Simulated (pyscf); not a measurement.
[H₃C–Ga–CH₃]• (SMILES [CH3][Ga][CH3]) + HCl (SMILES Cl) -> H₃C–Ga(CH₃)–Cl (SMILES [CH3][Ga]([CH3])[Cl]) + H• (SMILES [H]) (atom transfer; doublet surface; Cl–H broken, Cl–Ga formed). PySCF, gas phase, ωB97X-D3(BJ)/def2-SVP geometries. Energies in kcal/mol from the separated reactants.

```
level                   barrier  reaction energy
----------------------  -------  ---------------
ωB97X-D3(BJ)/def2-TZVP     10.8            -10.2
PBE/def2-TZVP               2.9             -4.7
B3LYP-D3(BJ)/def2-TZVP      ___              ___
PBE0-D3(BJ)/def2-TZVP       5.9             -7.2
M06-2X/def2-TZVP           10.4             -7.3
HF/def2-TZVP                ___            -11.0
```

Some entries are withheld; supply them.


- B3LYP-D3(BJ)/def2-TZVP, barrier: 7.0
- B3LYP-D3(BJ)/def2-TZVP, reaction energy: -3.5
- HF/def2-TZVP, barrier: 24.9

The functionals in the table span 7.9 kcal/mol in this barrier, from PBE to ωB97X-D3(BJ)/def2-TZVP. On the reactant side the descent ends in a complex, 4.9 kcal/mol under the separated species and 15.7 kcal/mol under the saddle at ωB97X-D3(BJ)/def2-TZVP. This is the saddle that the search found; another between the same sides may lie lower. The angle at the transferred Cl is 145°. Elements up to Kr have no core potential and no relativistic terms here.
